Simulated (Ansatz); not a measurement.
`C=C=C(C)F` → `C=C=CF` + `[CH2]` (triplet) at 400 K and 1 bar (formal loss of a carbene).

Gas-phase electronic energies from Ansatz, PBE0-D4/def2-TZVP geometries. CCSD(T)/CBS is the MP2 limit (def2-TZVPP, def2-QZVPP) plus CCSD(T) − MP2 in def2-TZVPP, frozen cores. This one scheme is used for every species. Triplets are unrestricted, without spin–orbit coupling.

```csv
species,CCSD(T)/CBS energy (Eh),H − E (kJ/mol),S (J/(mol·K))
`C=C=C(C)F`,-254.93710,228.8,337.6
`C=C=CF`,-215.66729,148.8,298.1
`[CH2]` (triplet),-39.09499,59.0,205.7
```

H − E and S are ideal-gas, rigid-rotor, harmonic terms from PBE0-D4/def2-TZVP, with the whole ground term of open shells counted as degenerate. 1 Eh = 2625.50 kJ/mol, R = 8.31446 J/(mol·K).

By hand: ΔE, ΔH, ΔS and ΔG.

ΔE = (-215.66729) + (-39.09499) − (-254.93710) = 0.17482 Eh = 459.0 kJ/mol. Δ(H − E) = 148.8 + 59.0 − 228.8 = -21.0, so ΔH = 438.0 kJ/mol. ΔS = 298.1 + 205.7 − 337.6 = 166.2 J/(mol·K). ΔG = 438.0 − 400 × (166.2)/1000 = 371.5 kJ/mol.

By hand: the equilibrium constant, and the temperature at which ΔG would vanish if ΔH and ΔS stayed fixed.

log₁₀ K = −ΔG/(RT ln 10) = -48.5. ΔG = 0 at ΔH/ΔS = 2635 K, far beyond where these terms or the molecules hold.

The number of gas molecules changes by +1, which sets the sign of ΔS. A doubt of 5 kJ/mol in ΔE shifts log₁₀ K by 0.7 here. A triplet takes part, so the spin changes. These are equilibria of isolated gas molecules and say nothing of rates. Largest T1 diagnostic: 0.013 (customary marks: 0.02 for closed shells, 0.045 for open ones).
